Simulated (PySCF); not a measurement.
Basis-set dependence of population analyses: `C#C[C@@H]1N[C@@H]1C`

Compound: C5H7N.
Cartesian coordinates in Å at the PBE0-D3(BJ)/def2-SVP level; atoms count from 1:
```
atom  x, y, z in Å
C1     2.3523    0.7975    0.3676
C2     1.4549   -0.0178    0.3509
C3     0.4071   -1.0047    0.3351
N4    -0.2906   -1.3273   -0.9136
C5    -1.0127   -0.5958    0.1057
C6    -1.3988    0.8422   -0.0831
H7     3.1486    1.5183    0.3789
H8     0.6003   -1.8735    0.9761
H9     0.0224   -0.6920   -1.6491
H10   -1.7663   -1.2075    0.6182
H11   -0.5750    1.4220   -0.5251
H12   -2.2767    0.9219   -0.7431
H13   -1.6581    1.3074    0.8802
```

PBE0 throughout (PySCF), one geometry, spherical d and f functions. Isolated species at its PBE0-D3(BJ)/def2-SVP geometry, gas phase. The first 7 of 11 kinds of atom are listed.

Mulliken charges (e):

| basis | functions | C1 | C2 | C3 | N4 | C5 | C6 | H7 |
| --- | --- | --- | --- | --- | --- | --- | --- | --- |
| STO-3G | 37 | -0.137 | -0.048 | -0.049 | -0.307 | -0.015 | -0.239 | +0.121 |
| 6-31G | 68 | -0.462 | +0.158 | -0.180 | -0.491 | -0.073 | -0.495 | +0.284 |
| 6-31G* | 98 | -0.515 | +0.312 | -0.218 | -0.524 | -0.042 | -0.550 | +0.240 |
| def2-SVP | 119 | -0.426 | +0.324 | -0.067 | -0.205 | -0.106 | +0.013 | +0.048 |
| 6-311+G(2d,p) | 204 | -0.818 | +1.486 | -1.026 | -0.230 | +0.196 | -0.695 | +0.160 |
| def2-TZVP | 228 | -0.122 | -0.049 | -0.202 | -0.306 | +0.017 | -0.362 | +0.178 |

IAO charges (e):

```
        basis  functions      C1      C2      C3      N4      C5      C6      H7
       STO-3G         37  -0.159  -0.061  -0.106  -0.296  -0.068  -0.406  +0.162
        6-31G         68  -0.236  -0.048  -0.083  -0.407  -0.033  -0.448  +0.203
       6-31G*         98  -0.234  -0.049  -0.065  -0.412  -0.014  -0.429  +0.197
     def2-SVP        119  -0.236  -0.044  -0.064  -0.408  -0.009  -0.419  +0.194
6-311+G(2d,p)        204  -0.254  -0.041  -0.067  -0.433  -0.013  -0.440  +0.206
    def2-TZVP        228  -0.254  -0.041  -0.065  -0.431  -0.013  -0.439  +0.205
```

Which scheme is steadiest as the basis changes?

Largest range over the bases for any column: IAO 0.14 e, Mulliken 1.54 e. IAO charges move least and Mulliken charges most, counted in e. Without the minimal STO-3G basis the ranges are IAO 0.03, Mulliken 1.54 e.

How much do the charges still move between the two largest bases, 6-311+G(2d,p) and def2-TZVP?

At most, over all atoms: Mulliken 1.535 e, IAO 0.002 e.

What do the same runs give for the total energy, the frontier levels and the dipole moment?

```json
{"basis": "STO-3G", "energy (Eh)": "-246.0142", "HOMO (eV)": "-4.62", "LUMO (eV)": "4.18", "μ (D)": "1.65"}
{"basis": "6-31G", "energy (Eh)": "-249.0006", "HOMO (eV)": "-6.56", "LUMO (eV)": "1.10", "μ (D)": "1.94"}
{"basis": "6-31G*", "energy (Eh)": "-249.0764", "HOMO (eV)": "-6.65", "LUMO (eV)": "1.14", "μ (D)": "1.62"}
{"basis": "def2-SVP", "energy (Eh)": "-248.9040", "HOMO (eV)": "-6.82", "LUMO (eV)": "0.85", "μ (D)": "1.56"}
{"basis": "6-311+G(2d,p)", "energy (Eh)": "-249.1541", "HOMO (eV)": "-6.98", "LUMO (eV)": "0.29", "μ (D)": "1.56"}
{"basis": "def2-TZVP", "energy (Eh)": "-249.1744", "HOMO (eV)": "-6.95", "LUMO (eV)": "0.61", "μ (D)": "1.49"}
```

The dipole is fixed by the density alone, so its range of 0.45 D shows that the density itself changes with the basis, not only its division among atoms.
